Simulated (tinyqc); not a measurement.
A ladder of methods, and size consistency: correlation methods against full CI in the sto-3g basis, for HF, spin multiplicity 1. Computed by the program tinyqc with PySCF. All electrons correlated; +Q is the Davidson correction (1 - c0^2) E_corr. The last columns treat two copies 100 angstrom apart as one system. FCI is the lowest singlet.

Geometry (angstrom):
```
atom,x,y,z
F,0.0000,0.0000,0.0000
H,0.0000,0.0000,0.8860
```

RHF energy of one = -98.565666 hartree

Correlation energies (hartree):
```
method,E_corr of one,share of FCI (%),E_corr of two at 100 angstrom,two minus twice one (mhartree)
MP2,-0.01603,68.009,-0.03206,0.000
CISD,-0.02357,100.000,-0.04654,0.598
CISD+Q,-0.02388,101.303,-0.04771,0.047
CCSD,-0.02357,100.000,-0.04714,0.000
CCSD(T),-0.02357,100.000,-0.04714,0.000
FCI,-0.02357,100.000,-,-
```

What does the comparison show, and why?

MP2 recovers 68 %, CISD 100.0 % and CCSD 100.0 % of the FCI value (c0^2 = 0.987 in CISD). MP2 and coupled cluster are size consistent, so their last column vanishes; CISD loses 0.60 mhartree, since a double excitation on each copy is a quadruple of the pair, and the Davidson correction leaves +0.05. With two electrons, or one virtual orbital, CISD and CCSD are exact for one copy, so +Q overshoots there.
